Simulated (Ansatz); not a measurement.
# Relaxing Mg₂GaO₃

All numbers below come from Ansatz 0.2.0, DFT PBE, scalar-relativistic, plane waves, PAW. Cutoff 420 eV, Γ-centred k mesh, Gaussian smearing, no spin polarisation in the final step.

The start puts Mg₂GaO₃ on the sites of a reported Li3LaBi2 cell (P-3m1, No. 164), with Ga in place of La, Mg in place of Bi, O in place of Li, at a guessed volume.

```
CELL_PARAMETERS angstrom
3.92256 0.00000 0.00000
-1.96128 3.39704 0.00000
0.00000 0.00000 6.29404
ATOMIC_POSITIONS crystal
Mg 0.33333 0.66667 0.25575
Mg 0.66667 0.33333 0.74425
Ga 0.00000 0.00000 0.00000
O 0.33333 0.66667 0.64600
O 0.66667 0.33333 0.35400
O 0.00000 0.00000 0.50000
```

Cell and atoms relax at zero pressure; the relaxation can't lower the symmetry of the start. After a coarse first stage the cell is made exact in the group found at 0.06 Å.

Energies over the elements count from the elements' standard structures at the same level (O₂ as a molecule), with no empirical corrections.

Q: What does it relax into?

A: It keeps P-3m1 (No. 164), but not the shape of the type it started on. Conventional cell: a = 3.077 Å, c = 7.701 Å. Mg has 6 O at 2.14–2.16 Å; around Ga lie 6 O at 2.29 Å; O on Wyckoff site d (2 atoms of the primitive cell) has 3 Mg at 2.14 Å and 3 Ga at 2.29 Å; O on Wyckoff site b (1 atom of the primitive cell) is coordinated by 6 Mg at 2.16 Å.

```xyz
6
Lattice="3.0766 0.0000 0.0000 -1.5383 2.6644 0.0000 0.0000 0.0000 7.7010" Properties=species:S:1:pos:R:3 pbc="T T T"
Mg    0.0000    1.7763    2.6301
Mg    1.5383    0.8881    5.0709
Ga    0.0000    0.0000    0.0000
O     0.0000    1.7763    6.2629
O     1.5383    0.8881    1.4381
O     0.0000    0.0000    3.8505
```

Q: What are its volume, energy, density and gap?

A: The volume per atom is 10.52 Å³, the density is 4.38 g/cm³ and the energy over the elements is -1.97 eV/atom. The gap on the 12×12×6 mesh is 0 eV (a metal).

The final run used a 12×12×6 mesh on its 6-atom cell and 0.10 eV smearing. For metals, differences of a few meV/atom aren't resolved. A structure relaxed within its symmetry needn't be a true minimum.

Cost: 3 runs of about 7.4 core-minutes in all, on Arm Neoverse N1 (shared hosts).